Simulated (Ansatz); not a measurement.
We consider rock-salt TiC, described by PBE in Ansatz (PAW).

Run with plane-wave cutoff 500 eV, 16×16×16 k mesh, Fermi–Dirac smearing 0.05 eV, no spin polarisation, scalar-relativistic PAW data made under PBE.

Computed at the level's own relaxed cell.

Question: Predict the volume per atom and lattice parameter a.

Answer: 
- volume per atom: 10.17 Å³/atom
- lattice parameter a: 4.333 Å

Measured, for comparison: equilibrium volume per atom 10.15 Å³/atom, lattice constant a 4.33 Å (temperature not stated, no zero-point or thermal correction; as tabulated in Zhang et al. (2018), doi:10.1088/1367-2630/aac7f0). Computed (rounded) less measured: equilibrium volume per atom +0.2 %, lattice constant a +0.1 %.

The computed numbers hold no vibrational or temperature effects.

The result took about 14 core-seconds (a rough figure).

Ansatz is an electronic-structure program.
